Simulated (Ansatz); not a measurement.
The input, for Ansatz 0.2.0:

```yaml
crystal:
  periodic: [false, false, false]
  atoms:
    - {symbol: B, position_ang: [0.000000, 0.000000, -2.144667]}
    - {symbol: Al, position_ang: [0.000000, 0.000000, -0.207667]}
    - {symbol: H, position_ang: [0.000000, 0.000000, 2.352333]}
basis:
  gaussian: {orbitals: cc-pVDZ}
magnetization: {spin_polarized: false, initial_magnetization: 3}
correlation: {method: fic_mrcisd_q, electrons: outside_noble_gas, active_space: {window: {electrons: 5, orbitals: 5}, states: [{multiplicity: 5, weights: [-1, 1]}]}}
```

```sh
$ ansatz run in.yaml --threads 1 --pin off --events-out ev --progress --plain --max-ram 2393MiB
```

(1) One thing in this input was set wrong on purpose, beside settings that are merely unusual. What is the gravest fault, and what does the program do?

Answers

(1) Impossible set of states or weights. How the run ends: refused.
```
Error: set 0 asks for 2 states and needs as many positive weights; it has [-1.0, 1.0]
```
